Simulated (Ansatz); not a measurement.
Born–Oppenheimer molecular dynamics of ClH₃MgO (6 atoms, charge 0, multiplicity 1). It starts at the highest image of a converged band, a first-order saddle point between two minima.

Level of theory: RKS PBE-D4/def2-SVPD in Ansatz 0.2.0.

```json
{
 "ensemble": "NVE (velocity Verlet)",
 "time step": "0.5 fs",
 "steps asked": "200",
 "starting velocities drawn for": "100 K",
 "seed": "8725"
}
```

First frame:

```xyz
6
Properties=species:S:1:pos:R:3
Mg -0.321 -0.492 -0.668
H -0.646 1.340 -0.410
Cl -0.718 -2.217 -2.028
H -0.018 1.048 0.434
O 0.536 0.114 0.972
H 1.168 0.208 1.700
```

(1) How far do the bonds stretch over the last three quarters of this one trajectory? (Pairs bonded in most of those frames.)

Answers

(1) 
```
   bond  mean (Å)  spread (Å)  shortest  longest
 Mg1–H2     1.729       0.022      1.69     1.79
Mg1–Cl3     2.289       0.052      2.22     2.36
 Mg1–O5     2.276       0.135      1.99     2.41
  H4–O5     0.981       0.018      0.95     1.02
  O5–H6     0.975       0.013      0.95     1.00
```

Mean temperature of the second half: 366 K. The conserved energy stayed within 0.08 meV per atom of its start (net change 0.0093 meV per atom), so the integration is sound. The system heated up, since it started high on the potential surface and ran downhill. A run of 0.1 ps of so small a system gives no equilibrium averages. The orbitals stay closed-shell, which can raise the energy where a bond breaks towards radicals; this wasn't checked here.

Time of the run: 2.1 min on 2 threads of Intel(R) Xeon(R) 6975P-C (Granite Rapids), with other jobs on the host, peak memory 0.18 GiB.
